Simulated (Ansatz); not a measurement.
Total energies of Na₂Li from Ansatz at PBE0/def2-TZVP, gas phase (1 Eh = 27.2114 eV = 2625.5 kJ/mol). The reference geometry is relaxed at PBE0/def2-TZVP.

```xyz
3

Li   -0.532    1.795   -0.685
Na   -0.232   -1.134   -1.220
Na    0.764   -0.661    1.905
```

```json
{"state": "charge 0 doublet", "geometry": "reference", "energy (Eh)": "-331.85897"}
{"state": "charge 1 singlet", "geometry": "reference", "energy (Eh)": "-331.70549"}
{"state": "charge 0 quartet", "geometry": "relaxed at PBE0/def2-TZVP", "energy (Eh)": "-331.82309"}
```

Work out the vertical ionisation energy to the singlet.

E(charge 1 singlet) − E(charge 0 doublet) = -331.70549 − (-331.85897) = 0.15348 Eh = 4.18 eV. For comparison, −ε of the highest occupied level of the spin that leaves is 2.97 eV at this level, 1.21 eV less.

Which of the charge 0 states is lowest, and how far above it are the others?

The doublet. quartet: -331.82309 − (-331.85897) = 0.03588 Eh = 94.2 kJ/mol. The quartet differs in its bonds from the reference.

The restricted singlet is unstable towards broken spin symmetry in Hartree–Fock (as tested in another run); at PBE0/def2-TZVP this wasn't settled. 

The structure comes from a short search, and lower isomers may exist.
